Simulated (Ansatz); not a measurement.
For fluorite CeO₂, PBE+SOC in Ansatz (PAW) gives:

| Item | Value |
|---|---|
| lattice parameter a | 5.463 Å |
| bulk modulus | 174 GPa |
| band gap at the measured cell | 1.89 eV |

Question: What does r²SCAN+SOC (plane waves, PAW; Ansatz, a program for electronic structure) give for the same quantities?

Answer: 
- lattice constant a: 5.436 Å (shrinks by 0.5 %)
- bulk modulus: 192 GPa (rises by 10 %)
- band gap at the measured cell: 2.18 eV (rises by 0.29 eV)

For comparison: lattice constant a 5.391 Å (measured, 0 K, extrapolated to 0 K; as tabulated in Stimac et al. (2024), arXiv:2411.06536); bulk modulus 220 ± 9 GPa (measured, room temperature, not corrected to a static lattice, our sources range from 220 to 230; as tabulated in High Pressure Brillouin Spectroscopy and X-ray Diffraction of Cerium Dioxide …); band gap 3 eV (measured, temperature not stated, no zero-point or thermal correction, O 2p to Ce 4f, our sources range from 3.00 to 3.20; as tabulated in Tran et al. (2019), arXiv:1908.01820).

Changes are worked out from the printed values.

Unless a cell is named, each level is at its own relaxed cell (PBE+SOC 13.59, r²SCAN+SOC 13.39 Å³/atom).

Density-functional gaps are differences of (generalised) Kohn–Sham levels.

Ansatz's density-functional and Hartree–Fock values are scalar-relativistic unless marked +SOC, with PAW data made under PBE.
